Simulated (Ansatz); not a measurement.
The same path of CH5B (7 atoms, charge 0, multiplicity 1) was run twice with different band settings. Lost on the way: B1–C2, B1–H6. Made: C2–H6.

Computed with RKS B3LYP/def2-SVP in Ansatz 0.2.0.

Relaxed end points:

```xyz
7
Properties=species:S:1:pos:R:3
B 0.443 -0.013 0.042
C 0.808 -0.071 1.555
H -0.008 -0.381 2.226
H 1.732 -0.622 1.793
H 1.017 0.994 1.804
H 1.301 -0.088 -0.807
H -0.695 0.181 -0.318
```

```xyz
7
Properties=species:S:1:pos:R:3
B -0.219 0.043 -1.321
C 1.177 -0.107 1.636
H 0.273 -0.606 2.012
H 2.060 -0.501 2.159
H 1.099 0.976 1.807
H 1.296 -0.306 0.556
H -1.087 0.501 -0.553
```

Common settings: movable images 5; climbing image yes; spring 5.0 eV/Å²; optimiser quadratic models (default); force threshold 0.05 eV/Å; iteration limit 60; end points relaxed.

| run | start path |
| --- | --- |
| 1 | through a guess of the saddle point |
| 2 | straight line |

**Question.** What does each run give, and how far can it be trusted?

**Answer.** Run 1: converged after 12 iterations, highest image 4.214 eV above the first end. Neighbouring images differ by up to 2.2 eV, so the band resolves the path poorly. A vibrational analysis at the climbing image gives one clearly imaginary mode, 973i cm⁻¹: a first-order saddle point.
Run 2: converged after 10 iterations, highest image 4.214 eV above the first end. Neighbouring images differ by up to 2.3 eV, so the band resolves the path poorly. Another band between the same ends (5 images) ends at a top of the same energy, where a vibrational analysis finds 1 clearly imaginary mode.
The orbitals stay closed-shell, which can raise the energy where a bond breaks towards radicals; this wasn't checked here.
